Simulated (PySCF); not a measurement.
BMe2H, C2H7B.
Structure used (PBE0-D3(BJ)/def2-SVP), in Å, numbered top down from 1:
```xyz
10
C2H7B angstrom
B     -0.2835   -0.4849   -0.0192
C      1.2775   -0.5521   -0.0028
H      1.5386   -0.8154    1.0430
H      1.7912    0.3932   -0.2333
H      1.6914   -1.3680   -0.6154
C     -1.1016    0.8466    0.0082
H     -1.4837    0.9748   -1.0251
H     -0.5248    1.7501    0.2564
H     -2.0031    0.7889    0.6383
H     -0.9019   -1.5331   -0.0500
```

Computed with TDDFT B3LYP/def2-SVPD, vertical, gas phase, core orbitals frozen in the response in PySCF.

Frontier orbitals with the atoms that hold most of them (Löwdin shares over 4%, at most four atoms; ? is withheld):

```tsv
orbital	ε (eV)	atoms
HOMO-3	-10.69	C6 25%, C2 25%, H8 13%, H4 12%
HOMO-2	-10.51	C6 25%, C2 25%, H7 13%, H3 13%
HOMO-1	-8.74	?
HOMO	-8.46	?
LUMO	?	B1 49%, C2 14%, C6 14%, H10 9%
LUMO+1	0.35	B1 48%, C6 11%, C2 10%, H7 6%
LUMO+2	1.27	C2 19%, C6 18%, H5 10%, H9 10%
```

**Question.** Which atoms hold the HOMO-1, and with what shares?

**Answer.** C6 (bonded to B and 3 H) 27%; C2 (bonded to B and 3 H) 26%; B1 (bonded to 2 C and H) 26%; H5 (bonded to C) 6%. By element: carbon 53%, boron 26%, hydrogen 6% or more.

**Question.** Which atoms hold the HOMO, and with what shares?

**Answer.** B1 (bonded to 2 C and H) 33%; H10 (bonded to B) 25%; C2 (bonded to B and 3 H) 14%; C6 (bonded to B and 3 H) 14%. By element: boron 33%, carbon 28%, hydrogen 25% or more.

**Question.** What is the LUMO energy, and the HOMO–LUMO gap?

**Answer.** ε(LUMO) = -0.85 eV; the gap is 7.61 eV (0.2798 hartree).

**Question.** The HOMO–LUMO gap is 7.61 eV. Where does the response calculation put the lowest singlet, and from which orbitals?

**Answer.** S1 is at 6.09 eV (f = 0.0022), 1.53 eV below the gap, made of HOMO→LUMO (100%). Without the coupling terms of the response equations the lowest excitation would equal the gap.

**Question.** One configuration dominates each of S1, S2, S3 and S4. Which, and how do the shares of the two leading atoms of either orbital change from the occupied to the empty one?

**Answer.** 
- S1 (6.09 eV, f 0.0022), HOMO→LUMO (100%): B1 33% → 49%, H10 25% → 9%, C2 14% → 14%
- S2 (6.38 eV, f 0.0007), HOMO-1→LUMO (99%): C6 27% → 14%, C2 26% → 14%, B1 26% → 49%
- S3 (7.92 eV, f 0.0000), HOMO→LUMO+1 (99%): B1 33% → 48%, H10 25% → at most 6%, C6 14% → 11%
- S4 (8.14 eV, f 0.060), HOMO-1→LUMO+1 (100%): C6 27% → 11%, C2 26% → 10%, B1 26% → 48%

Löwdin shares depend on the basis, the more so with diffuse functions.

On Arm Neoverse V1, one thread, shared host, this took 5.5 s.
